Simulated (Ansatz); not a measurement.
Process, species as SMILES: CC#N [acetonitrile] → CC#N as doublet, charge +1 + e-

Property: adiabatic ionisation energy (0 K, with zero-point energies), in eV. Conventions: LANL2DZ all-electron up to Ne; non-relativistic; UHF or UKS for open shells; 6-31G* and kin with 6d, 5d where marked; spin-orbit terms left out; 6-311+G** with 5d; valence correlation only. Ab initio and DFT rows: single points at B3LYP-D3(BJ) geometries (Ansatz, a quantum-chemistry and plane-wave program), with unscaled harmonic terms from B3LYP/6-31G* (Ansatz) at its own minima. The spin state of an ion or metal species was assumed, not searched.

```
level          program  adiabatic ionisation energy (0 K, with zero-point energies) (eV)
-------------  -------  ----------------------------------------------------------------
MP2/STO-3G      Ansatz                                                             10.97
MP2/3-21G       Ansatz                                                             12.15
MP2/LANL2DZ     Ansatz                                                             12.37
MP2/6-31G*      Ansatz                                                             12.09
MP2/6-311+G**   Ansatz                                                             12.34
```

No value to compare with is used here. The 5 habitual levels span 10.97 (MP2/STO-3G) to 12.37 eV (MP2/LANL2DZ).

The sets are all those run for this method; left out are runs that failed, that the program found above a lower state of the same kind, or whose <S^2> lies over 0.5 above the pure value.
